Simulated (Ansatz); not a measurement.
```yaml
crystal:
  periodic: [false, false, false]
  atoms:
    - {symbol: F, position_ang: [-0.117878, -1.814169, 0.277335]}
    - {symbol: C, position_ang: [0.289654, -0.522265, 0.304158]}
    - {symbol: F, position_ang: [1.388781, -0.492233, 1.095894]}
    - {symbol: C, position_ang: [-0.634136, 0.578919, 0.226162]}
    - {symbol: C, position_ang: [0.125882, 0.360914, -0.820675]}
    - {symbol: H, position_ang: [-1.406320, 1.171635, 0.690282]}
    - {symbol: Xx, position_ang: [0.415318, 0.649099, -1.818755]}
basis:
  gaussian: {orbitals: cc-pVTZ, fitting: {mean_field: cc-pVTZ-jkfit}}
hamiltonian: {xc: {name: B97}}
accuracy: high
output: {forces: true}
```

```sh
$ ansatz run in.yaml --threads 2 --pin off --events-out ev --progress --plain --max-ram 4352MiB
```

Question: How does Ansatz answer? (Best estimate.)

Answer: Ansatz gave: The program refused the input.
```
Error: YAML parse error: error: line 10 column 16: `Xx` is not an element symbol (H … Og, case-exact)
 8 |     - {symbol: C, position_ang: [0.125882, 0.360914, -0.820675]}
 9 |     - {symbol: H, position_ang: [-1.406320, 1.171635, 0.690282]}
10 |     - {symbol: Xx, position_ang: [0.415318, 0.649099, -1.818755]}
11 | basis:
12 |   gaussian: {orbitals: cc-pVTZ, fitting: {mean_field: cc-pVTZ-jkfit}}
```
